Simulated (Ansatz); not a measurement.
What does this script print? It uses the Python package of Ansatz (0.2.0).

The script, `run_relaxed_scan.py`:
```python
import ansatz as az
import numpy as np

GEOMETRY = '''
C    -0.36570    0.39930   -0.30830
C     0.29430   -0.34770    0.23380
O     1.09790   -1.26580    0.86940
H    -0.97100    1.15390   -0.81510
'''

molecule = az.Crystal.molecule()
for line in GEOMETRY.strip().splitlines():
    symbol, *xyz = line.split()
    molecule = molecule.atom(symbol, [float(v) for v in xyz])

calculation = molecule.calculation().basis(gaussian='def2-SVP').functional('pbe0').spin('collinear', total=1)
symbols = [site.symbol for site in molecule.cartesian_sites]
pairs = [(0, 1), (0, 3), (1, 2)]
print('held (A)   E (eV)        ', '  '.join(f'{symbols[i]}{i}-{symbols[j]}{j}' for i, j in pairs))
for length in [1.27, 1.38, 1.49, 1.65, 1.86]:
    report = calculation.relax(constraints=[az.DistanceConstraint((1, 2), at=length)], force_tolerance=0.02, max_steps=60).run(threads=1).report
    xyz = np.array(report['positions_ang'])
    print(f'{length:6.2f} {report["free_energy_ev"]:14.5f}  ', '  '.join(f'{np.linalg.norm(xyz[i] - xyz[j]):.3f}' for i, j in pairs))
```

```console
$ python run_relaxed_scan.py
held (A)   E (eV)         C0-C1  C0-H3  C1-O2
DeckWarning: relax.constraints: the input's atoms, or those drawn, lie off the distances that are held; a relaxation that starts there is brought onto them ahead of its first SCF, by positions alone, [...]
  1.27    -4125.95318   1.255  1.074  1.270
  1.38    -4125.15815   1.238  1.075  1.380
  1.49    -4124.23000   1.224  1.075  1.490
  1.65    -4122.92316   1.213  1.075  1.650
  1.86    -4121.42214   1.209  1.076  1.860
```
(Warnings from the package without file and line, shortened, repeats left out.)

Notes:
- Total energies depend on the basis set; only differences at equal settings carry meaning.
- The energies are electronic: no zero-point or thermal terms, and the basis set is short of its limit.
- The run takes the species as open-shell (spin multiplicity 2), which needn't be its ground state.
- It ran for 5.4 min on 1 thread of Arm Neoverse V2, with other jobs on the host, peak memory 0.2 GiB.
